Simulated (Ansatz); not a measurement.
Mulliken charges of CH₅BO, SMILES `BCO` from B3LYP/def2-TZVPP in Ansatz (PBE0-D4/def2-TZVP geometry).

```csv
atom,x (Å),y (Å),z (Å),charge (e)
B1,-0.514,0.302,-0.664,-0.133
C2,0.597,0.351,0.419,-0.111
O3,0.228,-1.042,0.008,-0.215
H4,-0.224,0.382,-1.819,0.005
H5,-1.658,0.352,-0.310,0.001
H6,0.384,0.518,1.471,0.116
H7,1.643,0.496,0.172,0.120
H8,-0.363,-1.417,0.668,0.217
```

Question: By hand: the dipole of these point charges (1 e Å = 4.8032 D).

Answer: Σ q r = (0.113, -0.041, 0.367) e Å, of length 0.386 e Å = 1.85 D.

Question: How does the dipole of the full density compare? (Best estimate.)

Answer: Ansatz gave: (0.095, -0.185, 0.498) e Å, 2.59 D; the point charges give 0.71 times that, at 15° from its direction.

Point charges leave out the atoms' own dipoles, such as those of lone pairs, and Mulliken's split depends on the basis, so the two needn't agree.

B3LYP here is the variant with VWN-RPA as its local correlation; programs differ in this.
